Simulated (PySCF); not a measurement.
Fill in the blanks.

Compound: [B2H7]- (charge -1).
Structure used (PBE0-D3(BJ)/def2-SVP), in Å, numbered top down from 1:
```xyz
9
B2H7 angstrom
B      0.999    0.432   -0.748
H     -0.001    0.004    0.001
B     -0.999   -0.432    0.747
H      0.639    1.554   -1.093
H      1.959    0.415    0.017
H      1.053   -0.392   -1.656
H     -1.896   -0.643   -0.064
H     -1.212    0.502    1.516
H     -0.542   -1.440    1.280
```

| property | level | value |
| --- | --- | --- |
| rotational constants A, B, C | PBE0-D3(BJ)/def2-SVP | 58.669, 8.664, 8.664 GHz |
| HOMO energy | KT2/pcSseg-1 | -2.09 eV |
| LUMO energy | KT2/pcSseg-1 | ? |
| 1H chemical shifts (computed TMS as zero) by class | GIAO KT2/pcSseg-1 | ? |
| isotropic shieldings of nuclei other than C and H, by class | GIAO KT2/pcSseg-1 | 121 (B1/B3) ppm |
| largest of the computed one-bond spin–spin couplings (means over like bonds) | B3LYP/pcJ-1 | ? |

Gas-phase values; electronic properties from PySCF, density fitting. Isolated species at its PBE0-D3(BJ)/def2-SVP geometry, gas phase. The geometry's basis has no diffuse functions, a weakness for an anion. No diffuse functions stand in pcJ-1 and pcSseg-1, which bears on an anion's orbital energies.

(1) What are the 1H chemical shifts (computed TMS as zero) by class?

(2) What are the largest of the computed one-bond spin–spin couplings (means over like bonds)?

(3) The LUMO energy?

Results:

(1) 1.89 (H4/H5/H6/H7/H8/H9), -8.35 (H2) ppm.

(2) 11B–1H +116.5 (B1–H4 and 5 like it), 11B–1H +42.4 (B1–H2 and 1 like it) Hz.

(3) 4.33 eV.

With B = h/(8π²I), that is 505.379 GHz u Å² over I, the principal moments of inertia are 8.6, 58.3 and 58.3 u Å² (most abundant isotopes). The rotational constants are those of a nearly prolate symmetric top.
